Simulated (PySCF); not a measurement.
## Quadrupole coupling of `N#CC(F)(F)F`: levels of theory against gas-phase measurements

Values to reproduce (atoms as numbered below): 14N at N1: χzz = -4.666 MHz [1].
[1] measured, gas; W. C. Bailey, Calculation of NQCC in Gaseous State Molecules (compilation of microwave values)

Compound: C2F3N.
Geometry (PBE0-D3(BJ)/def2-SVP, Å), atoms numbered from 1 in this order:
```xyz
6
C2F3N angstrom
N      2.1867    0.0841   -0.0019
C      1.0342    0.0321   -0.0077
C     -0.4504   -0.0375   -0.0134
F     -0.8543   -1.0215   -0.8005
F     -0.8985   -0.2560    1.2125
F     -0.9546    1.1028   -0.4582
```

Task: How do the computed couplings compare?

Result: PySCF, non-relativistic, all at one geometry, with Q(14N) = 0.02044 b:

| level | functions | 14N N1 (MHz) | computed/reference − 1 (%) |
| --- | --- | --- | --- |
| PBE0/def2-TZVP | 186 | -5.034 | +7.9 |
| B3LYP/pcJ-2 | 306 | -5.216 | +11.8 |
| B97-2/pcJ-1 | 162 | -4.764 | +2.1 |
| PBE0/STO-3G | 30 | -1.547 | -66.8 |
| PBE0/6-31G* | 84 | -3.926 | -15.9 |
| PBE0/6-311+G(2d,p) | 162 | -4.971 | +6.5 |
| B3LYP/pcJ-1 | 162 | -5.038 | +8.0 |
| B3LYP/pcJ-0 | 78 | -5.121 | +9.7 |
| PBE0/def2-SVP | 84 | -4.306 | -7.7 |
| LDA/pcJ-1 | 162 | -4.816 | +3.2 |
| B3LYP/cc-pVTZ | 180 | -5.201 | +11.5 |
| KT2/pcJ-1 | 162 | -4.806 | +3.0 |
| CAM-B3LYP/pcJ-1 | 162 | -5.142 | +10.2 |
| B3LYP/aug-cc-pVTZ-J | 276 | -5.172 | +10.8 |
| BHandHLYP/pcJ-1 | 162 | -5.275 | +13.1 |
| PBE/pcJ-1 | 162 | -4.650 | -0.3 |

Closest here is PBE/pcJ-1 (0.3 % unsigned error), furthest PBE0/STO-3G (66.8 %); one molecule doesn't rank methods. Computed values are for fixed nuclei, while measured ones can include vibrational averaging.
